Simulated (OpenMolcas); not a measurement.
# SiNH4F (SMILES N[SiH2]F): methods side by side

SiNH4F: 7 atoms, total charge 0, spin state singlet. SMILES: `N[SiH2]F`. The coordinates come from a PBE0-D4/def2-TZVP relaxation. This is one conformer, not always the lowest.

Quantity: the HOMO–LUMO gap, in eV. The values are calculated.

```csv
level,kind,program,value (eV),CPU time
HF/aug-cc-pVDZ,Hartree–Fock,OpenMolcas,12.71,12 s
BLYP/aug-cc-pVDZ,GGA,OpenMolcas,5.68,37 s
revPBE/aug-cc-pVDZ,GGA,OpenMolcas,5.75,36 s
TPSS/aug-cc-pVDZ,meta-GGA,OpenMolcas,6.03,49 s
r2SCAN/aug-cc-pVDZ,meta-GGA,OpenMolcas,6.75,43 s
BHLYP/aug-cc-pVDZ,global hybrid,OpenMolcas,9.59,33 s
M06-2X/aug-cc-pVDZ,hybrid meta-GGA,OpenMolcas,9.35,42 s
B2PLYP/aug-cc-pVDZ,double hybrid,OpenMolcas,9.68,26 s
```

The values span 5.68 to 12.71 eV. Orbital gaps aren't excitation energies, and those of double hybrids come from the SCF part alone; they tend to grow with the share of exact exchange. CPU times are rough (shared hosts, several kinds of processor): they show what a rung costs within a factor of a few.
